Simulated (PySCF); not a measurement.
Gas-phase reaction: HSiNH2 + H2 → H3SiNH2

Computed with PySCF and rigid-rotor harmonic-oscillator thermochemistry at 1 bar. † marks an energy on the PBE0/def2-TZVP geometry and frequencies; other levels use their own. MP2 and CCSD(T) freeze the core. 6-31G* has spherical d functions here. All species are closed-shell singlets. B3LYP is the form with VWN-RPA correlation. HSiNH2, H3SiNH2: computed as isolated molecules; such fragments, hydroxides, amides, oligomers or adducts are transient or little studied in the gas. MP2 isn't extrapolated to the basis-set limit; its ΔH°(298 K) is -162.2 kJ in def2-SVP and -167.8 kJ in def2-TZVPP. CCSD(T) isn't extrapolated to the basis-set limit; its ΔH°(298 K) is -149.8 kJ in def2-SVP and -157.1 kJ in def2-TZVPP. The harmonic model lacks anharmonicity and excited electronic states, which grow with temperature; levels with a mode under 35 cm⁻¹ are left out. Internal rotation in HSiNH2, H3SiNH2 is treated as a harmonic vibration of one conformer, which makes the entropy rough.

| level | ΔE electronic, kJ | ΔH°(298 K), kJ | ΔS°(298 K), J/K | ΔG°(1600 K), kJ |
|---|---|---|---|---|
| B3LYP/6-31G* | -153 | -141 | -113 | 44 |
| CCSD(T)/def2-SVP† | -161 | -150 | -112 | 32 |
| CCSD(T)/def2-TZVPP† | -169 | -157 | -112 | 25 |
| M06-2X/def2-TZVP† | -166 | -154 | -112 | 28 |
| MP2/def2-SVP† | -174 | -162 | -112 | 20 |
| MP2/def2-TZVPP† | -179 | -168 | -112 | 14 |
| PBE0/def2-QZVP† | -178 | -167 | -112 | 15 |
| PBE0/def2-SVP† | -176 | -165 | -112 | 17 |
| r2SCAN/def2-TZVP† | -180 | -168 | -112 | 14 |
| LDA/def2-TZVP† | -184 | -172 | -112 | 10 |
| ωB97M-V/def2-TZVP† | -166 | -155 | -112 | 27 |
ΔH° is lowest at LDA/def2-TZVP† and highest at B3LYP/6-31G*. No reference value is set beside these.
